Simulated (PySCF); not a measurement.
Compound: C5H10F (doublet state).
Cartesian coordinates in Å at the GFN2-xTB level; atoms count from 1:
```
atom  x, y, z in Å
C1     1.954   -0.926    0.071
C2     1.016    0.112    0.523
C3    -0.237    0.211   -0.373
C4    -1.090   -1.047   -0.250
C5    -1.064    1.436    0.003
F6    -0.367    2.592   -0.258
H7     2.253   -0.966   -0.959
H8     2.403   -1.612    0.760
H9     1.503    1.099    0.492
H10    0.711   -0.071    1.556
H11    0.089    0.328   -1.412
H12   -1.945   -1.005   -0.920
H13   -0.491   -1.919   -0.500
H14   -1.455   -1.162    0.768
H15   -1.301    1.448    1.072
H16   -1.988    1.490   -0.583
```

The hyperfine couplings belong to this conformer and change with its torsions.

The species is `[CH2]C[C@@H](C)CF` [radical].

Computed with PySCF 2.14.0, UKS B3LYP, pcH-1 on C F H, non-relativistic, mean-field spin-orbit, GIAO. Isolated species at its GFN2-xTB geometry (one conformer only). A GFN2-xTB geometry isn't a minimum of the functional, and hyperfine couplings can be far from their values at a DFT geometry. The SCF solution wasn't tested for stability.

(1) Where do the isotropic ENDOR lines of F6, H9, H7/H8, H10, H16 and H11 fall at 3348.9 mT, to first order?

(2) Which pairs are centred on the nuclear Larmor frequency, and which on half the coupling?

Answers

(1) For S = 1/2 in fast tumbling each set of equivalent nuclei gives two lines, ν± = |νn ± a/2| to first order, with νn = g_N μN B/h and μN/h = 7.62259 MHz/T.

```json
{"nuclei": "F6", "isotope": "19F", "g_N": "5.2577", "νn (MHz)": "134.22", "a_iso (MHz)": "3.68", "lower line (MHz)": "132.38", "upper line (MHz)": "136.05"}
{"nuclei": "H9", "isotope": "1H", "g_N": "5.5857", "νn (MHz)": "142.59", "a_iso (MHz)": "148.21", "lower line (MHz)": "68.48", "upper line (MHz)": "216.69"}
{"nuclei": "H7/H8", "isotope": "1H", "g_N": "5.5857", "νn (MHz)": "142.59", "a_iso (MHz)": "-63.44", "lower line (MHz)": "110.87", "upper line (MHz)": "174.31"}
{"nuclei": "H10", "isotope": "1H", "g_N": "5.5857", "νn (MHz)": "142.59", "a_iso (MHz)": "10.66", "lower line (MHz)": "137.26", "upper line (MHz)": "147.92"}
{"nuclei": "H16", "isotope": "1H", "g_N": "5.5857", "νn (MHz)": "142.59", "a_iso (MHz)": "4.24", "lower line (MHz)": "140.47", "upper line (MHz)": "144.71"}
{"nuclei": "H11", "isotope": "1H", "g_N": "5.5857", "νn (MHz)": "142.59", "a_iso (MHz)": "-2.68", "lower line (MHz)": "141.25", "upper line (MHz)": "143.93"}
```

(2) Centred on νn, since |a| < 2νn: F6, H9, H7/H8, H10, H16 and H11. No pair has |a| > 2νn.

Nuclei that the bonding pattern makes equivalent are averaged, as if the motion that swaps them (rotation, inversion, ring flip) were fast.

Largest spin populations (Mulliken): C1 (+1.08) and C2 (-0.09). No atom but C1 exceeds +0.15. The positive populations add up to 1.19 and the negative ones to -0.19, together 2S = 1. The angles at C1 add up to 359.9°, so it is planar; its axial dipolar tensor and the negative couplings of its protons fit spin in a p orbital normal to that plane.
